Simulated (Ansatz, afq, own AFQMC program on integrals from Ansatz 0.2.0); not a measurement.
## CH₂N, doublet → CH2N⁺, triplet

```yaml
atoms:
  - { symbol: N, position_ang: [0.0000, 0.0000, 0.5108] }
  - { symbol: C, position_ang: [0.0000, 0.0000, -0.7748] }
  - { symbol: H, position_ang: [0.0000, 0.8569, 1.0670] }
  - { symbol: H, position_ang: [0.0000, -0.8569, 1.0670] }
```

Connectivity, by distances: NH2–C.

E(triplet, charge +1) − E(doublet, charge +0) at this geometry, on UHF and ROHF determinants.

Basis cc-pVDZ. Noble-gas cores (and the filled d shells of Ga–Kr and In–Xe) are frozen. Ansatz 0.2.0 and our own AFQMC program on the same integrals; the CISD trial comes from CCSD amplitudes, and released means the phaseless constraint is let go. ± is one standard error of the sampling. The errors of all members are added in quadrature.

No full CI on the walks' own integrals is used here; CCSDT(Q) serves as the reference and is uncertain by about the last step of the cluster series. Each member takes its own surest rung, up to full CI.

Errors are counted within cc-pVDZ, not against nature.

Cautions: CH₂N⁺ (triplet): another spin lies lower, a spin-contaminated unrestricted determinant lies lower (UHF 350 meV lower, ⟨S²⟩ 2.25), its ph-AFQMC/CISD value lies 22 ± 5 meV above CCSDT(Q); this isn't the first ionization.

Reference (CCSDT(Q)): 10.256 eV.

```json
{"level": "HF", "vertical ionization energy (eV)": "9.541", "error against CCSDT(Q) (eV)": "-0.715"}
{"level": "MP2", "vertical ionization energy (eV)": "10.220", "error against CCSDT(Q) (eV)": "-0.035"}
{"level": "CCSD", "vertical ionization energy (eV)": "10.259", "error against CCSDT(Q) (eV)": "0.003"}
{"level": "CCSD(T)", "vertical ionization energy (eV)": "10.261", "error against CCSDT(Q) (eV)": "0.005"}
{"level": "CCSDT", "vertical ionization energy (eV)": "10.256", "error against CCSDT(Q) (eV)": "0.000"}
{"level": "ph-AFQMC/HF", "vertical ionization energy (eV)": "10.314 ± 0.036", "error against CCSDT(Q) (eV)": "0.058 ± 0.036"}
{"level": "ph-AFQMC/CISD", "vertical ionization energy (eV)": "10.266 ± 0.007", "error against CCSDT(Q) (eV)": "0.011 ± 0.007"}
{"level": "released AFQMC", "vertical ionization energy (eV)": "10.268 ± 0.007", "error against CCSDT(Q) (eV)": "0.012 ± 0.007"}
```

Correlation beyond CCSD(T) takes off 0.005 eV. The perturbative (T) step is worth +0.002 eV.

A walk keeps the symmetry of its determinant, which the program's search chose and which needn't be the lowest solution, so a lower state of the same spin and another symmetry isn't excluded. Released energies are given only where the last usable release times agree within the noise; a slower fall can still hide under it.
